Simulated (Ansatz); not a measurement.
We consider bcc Rb, described by B3LYP (VWN-RPA form) (Ansatz, a program for electronic structure, plane waves, PAW).

Run with plane-wave cutoff 460 eV, 8×8×8 k mesh, Fermi–Dirac smearing 0.05 eV, scalar-relativistic PAW data made under PBE.

Computed at the level's own relaxed cell.

**Question.** Predict the equilibrium volume per atom, bulk modulus B0, lattice constant a and pressure derivative B′ of the bulk modulus.

**Answer.** 
* **equilibrium volume per atom**: 94.99 Å³/atom
* **bulk modulus B0**: 2.53 GPa
* **lattice constant a**: 5.749 Å
* **pressure derivative B′ of the bulk modulus**: 4.0

Measured, for comparison: equilibrium volume per atom 86.68 Å³/atom, lattice constant a 5.576 Å (low-temperature or extrapolated to 0 K; zero-point anharmonic expansion removed; as tabulated in Csonka et al. (2009), arXiv:0903.4037); bulk modulus 2.92 GPa (corrected for temperature and zero-point phonon effects, our sources range from 2.92 to 3.60; as tabulated in Levämäki et al. (2014), arXiv:1402.3671). Computed (rounded) less measured: equilibrium volume per atom +9.6 %, bulk modulus not scored (sources differ), lattice constant a +3.1 %.

Static lattice: no zero-point or thermal effects.

Computing time: roughly 21 core-minutes.
